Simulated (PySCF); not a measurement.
Name the molecule from its bond curve

A diatomic of charge -1 contains F. Its triplet curve at PW91 in a double-zeta basis (spin-free X2C with a Gaussian nucleus, PySCF), in eV from the separated fragments:

| R (Å) | E (eV) |
| --- | --- |
| 1.504 | -2.568 |
| 1.574 | -3.036 |
| 1.644 | -3.300 |
| 1.696 | -3.402 |
| 1.749 | -3.442 |
| 1.802 | -3.436 |
| 1.871 | -3.377 |
| 1.959 | -3.245 |
| 2.064 | -3.041 |
| 2.204 | -2.738 |

The fit gives ωe = 603 cm⁻¹ and the rotational constant Bₑ = 0.4770 cm⁻¹.

**Question.** Which atom is the partner?

**Answer.** The minimum lies at 1.767 Å, so the reduced mass is 16.8576 u Å² cm⁻¹/(Bₑ·Re²) = 11.32 u. With F at 19.00 u the partner weighs about 28.0 u: Si. The molecule is SiF⁻.

The highest Kohn–Sham level is positive in this anion. Much of that is self-interaction error, but it also means that the finite basis helps to hold the extra electron. The state is the lowest determinant that a PBE0 search found; another state may lie lower at other levels.
